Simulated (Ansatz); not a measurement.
# C₃H₇FO: up Jacob's ladder to CCSD(T)

One table from this session's results is given with a row withheld; the runs are named, their logs left out.

The runs use Ansatz 0.2.0, Gaussian basis; functionals in def2-TZVPP, the program's frozen cores in correlated methods.

Levels to be run: PBE-D4, r2SCAN-D4, PBE0-D4, B3LYP-D4, ωB97X-V, ωB97M-V, B2PLYP; CCSD(T)/def2-TZVPP; MP2/def2-QZVPP; extrapolation to the limit.

## The geometry

The geometry comes from an earlier relaxation with PBE0-D4 in a triple-zeta def2 set; it is a stationary point, not always the lowest conformer.

SMILES `CC(O)CF`, 12 atoms, charge 0, spin multiplicity 1.

Atoms are counted from 1 here; the program's logs count them from 0.

Bond lengths: C1–C2 1.518 Å, C1–H6 1.091 Å, C1–H7 1.093 Å, C1–H8 1.093 Å, C2–O3 1.413 Å, C2–C4 1.512 Å, C2–H9 1.096 Å, O3–H10 0.963 Å, C4–F5 1.390 Å, C4–H11 1.094 Å, C4–H12 1.093 Å. Angles: C2–C1–H6 109.8°, C2–C1–H7 110.6°, C2–C1–H8 111.2°, H6–C1–H7 108.5°, H6–C1–H8 108.6°, H7–C1–H8 108.0°, C1–C2–O3 111.8°, C1–C2–C4 112.5°, C1–C2–H9 109.5°, O3–C2–C4 110.3°, O3–C2–H9 105.4°, C4–C2–H9 106.9°, C2–O3–H10 107.4°, C2–C4–F5 109.3°, C2–C4–H11 111.6°, C2–C4–H12 110.5°, F5–C4–H11 107.9°, F5–C4–H12 107.4° and more.

The first run:

Input file in.yaml:

```yaml
crystal:
  periodic: [false, false, false]
  atoms:
    - {symbol: C, position_ang: [-0.861826, 1.004440, 0.208691]}
    - {symbol: C, position_ang: [0.199906, -0.038420, 0.506329]}
    - {symbol: O, position_ang: [1.496507, 0.522328, 0.522163]}
    - {symbol: C, position_ang: [0.145445, -1.208725, -0.448942]}
    - {symbol: F, position_ang: [0.395113, -0.760572, -1.740476]}
    - {symbol: H, position_ang: [-0.769758, 1.836256, 0.907889]}
    - {symbol: H, position_ang: [-0.748501, 1.390335, -0.807313]}
    - {symbol: H, position_ang: [-1.865844, 0.582351, 0.299833]}
    - {symbol: H, position_ang: [0.044211, -0.442268, 1.513109]}
    - {symbol: H, position_ang: [1.702498, 0.796891, -0.377061]}
    - {symbol: H, position_ang: [-0.838447, -1.687006, -0.443445]}
    - {symbol: H, position_ang: [0.918396, -1.940609, -0.201578]}
basis:
  gaussian: {orbitals: def2-TZVPP}
hamiltonian: {xc: pbe, dispersion: d4}
output: {forces: true, orbitals: {seedname: orbitals}}
```

Launch:

```console
$ ansatz run in.yaml --threads 4 --pin off --events-out ev --progress --plain --max-ram 10444MiB
```

Steps of the session up to this table: PBE-D4 (GGA); r2SCAN-D4 (meta-GGA); PBE0-D4 (hybrid); B3LYP-D4 (hybrid); ωB97X-V (range-separated); ωB97M-V (range-separated); B2PLYP (double hybrid); CCSD(T) in def2-TZVPP; MP2 in def2-QZVPP.

One table of the session follows, with a row left open; its other results are not shown here.

| method | atomisation energy (eV) |
| --- | --- |
| PBE-D4 | 49.505 |
| r2SCAN-D4 | 48.472 |
| PBE0-D4 | 48.544 |
| B3LYP-D4 | 48.315 |
| ωB97X-V | 48.451 |
| ωB97M-V | 48.518 |
| B2PLYP | 47.894 |
| HF/def2-TZVPP | 35.216 |
| MP2/def2-TZVPP | 48.082 |
| CCSD/def2-TZVPP | 46.600 |
| CCSD(T)/def2-TZVPP | ? |
| MP2/CBS | 49.242 |
| CCSD(T)/CBS | 48.429 |

Estimate the missing values for CCSD(T)/def2-TZVPP.

As computed: atomisation energy (eV): 47.269. In the column «atomisation energy (eV)» it lies between CCSD/def2-TZVPP (46.600) and B2PLYP (47.894).

To keep in mind: Free atoms (3 C, 1 O, 1 F, 7 H) were run apart at each level; the atomisation energy is their sum less the molecule, without zero-point or spin-orbit terms.
